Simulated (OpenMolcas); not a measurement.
**SiH3OF: a line through the functionals**

SiH3OF has 6 atoms, charge 0, and is taken as a singlet. SMILES: `O[SiH2]F`. Geometry: relaxed at PBE0-D4/def2-TZVP. This is one conformer, not always the lowest.

The HOMO–LUMO gap y, in eV, basis aug-cc-pVDZ; a is the functional's share of exact exchange. Programs: OpenMolcas 26.06.

```
functional     program     a  y (eV)
    r2SCAN  OpenMolcas     0    7.80
    revPBE  OpenMolcas     0    6.79
     B3LYP  OpenMolcas   0.2       ?
      PBE0  OpenMolcas  0.25    8.97
     BHLYP  OpenMolcas   0.5   10.81
```

Problem. Fit y = c + s·a to the known rows and predict B3LYP.

Solution. 
1. Means of the 4 rows: a = 0.1875, y = 8.593.
2. Σ(Δa)² = 0.17188, Σ(Δa·Δy) = 1.2031, so the slope is 1.2031/0.17188 = 6.9997.
3. Intercept: 8.593 − (6.9997) × 0.1875 = 7.281. The largest residual of the fit is 0.52.
4. B3LYP: 7.281 + (6.9997) × 0.2 = 8.68 eV.

The run gave 8.49 eV, so the prediction is off by +0.19 eV, within the scatter of the fit. Exact exchange lowers occupied levels and raises empty ones. The rows mix families of semi-local functionals, which the line can't see.
